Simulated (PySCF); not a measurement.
**Multinuclear NMR of C3H4FN**

Mapped SMILES: `[CH2:1]=[N:2]/[CH:3]=[CH:4]\[F:5]`. Each H is labelled by its parent atom. Ha(C1) is cis to C3; Hb(C1) is trans to C3.

[PySCF 2.14.0 with density-fitted response routines: shielding tensors at PBE0/pcSseg-1 (GIAO); structure optimised with GFN2-xTB; B3LYP/pcJ-1 coupling constants; one computed conformer; gas phase; no relativistic terms]

Question: What are the ¹⁹F shifts?

Answer: 
```json
{"atoms": "F5", "environment": "vinylic fluorine", "σ (ppm)": "286.2", "δ (ppm)": "-112.2"}
```

Shieldings were converted by a linear fit to measured shifts: ¹⁹F (scatter 6.0 ppm rms, 7.0 ppm with the 5 outliers that the fit left out vs CFCl3, solution or neat liquid, with a term for F on sp3 carbon). A few per cent of atoms miss by over 2 rms, more outside the fitted compound classes. Couplings are scaled by factors fitted to measured values: ²J(H,H) × 0.95 (rms 1.3 Hz), ³J(H,H) × 0.92 (rms 0.5 Hz), ¹J(C,F) × 0.77 (rms 8.7 Hz), ²J(C,F) × 1.14 (rms 1.9 Hz, 10.1 with 1 outliers); all others are unscaled and can be 10–30 % off.

Couplings (the largest are listed; each averaged over equivalent pairs): ¹J(C4,F5) = -276.6 Hz, ²J(F5,H(C4)) = 79.9 Hz, ³J(F5,H(C3)) = 23.2 Hz, ³J(N2,F5) = -1.3 Hz.

On a 500 MHz spectrometer ¹⁹F resonates near 470.5 MHz, so 1 ppm is 470.5 Hz.

Question: Where does ¹⁵N resonate?

Answer: 
| atoms | environment | σ (ppm) | δ (ppm) |
| --- | --- | --- | --- |
| N2 | imine nitrogen | -120.0 | -37.5 |

Shieldings were converted by a linear fit to measured shifts: ¹⁵N: δ = -148.07 − 0.921σ (rms 6.3 ppm, 71 shifts vs CH3NO2, solution or neat liquid). Occasional misses reach two or three times the rms, and more in compound classes unlike the fitted ones. Couplings are scaled by factors fitted to measured values: ²J(H,H) × 0.95 (rms 1.3 Hz), ³J(H,H) × 0.92 (rms 0.5 Hz), ¹J(C,F) × 0.77 (rms 8.7 Hz), ²J(C,F) × 1.14 (rms 1.9 Hz, 10.1 with 1 outliers); all others are unscaled and can be 10–30 % off.

Couplings (the largest are listed; each averaged over equivalent pairs): ¹J(C1,N2) = -9.3 Hz, ¹J(N2,C3) = -2.0 Hz, ²J(N2,Hb(C1)) = -11.4 Hz, ²J(N2,Ha(C1)) = 4.3 Hz, ²J(N2,C4) = -2.6 Hz, ²J(N2,H(C3)) = 1.0 Hz, ³J(N2,H(C4)) = -4.8 Hz, ³J(N2,F5) = -1.3 Hz. Signs are for ¹⁵N, whose magnetogyric ratio is negative.

On a 300 MHz spectrometer ¹⁵N resonates near 30.4 MHz, so 1 ppm is 30.4 Hz.
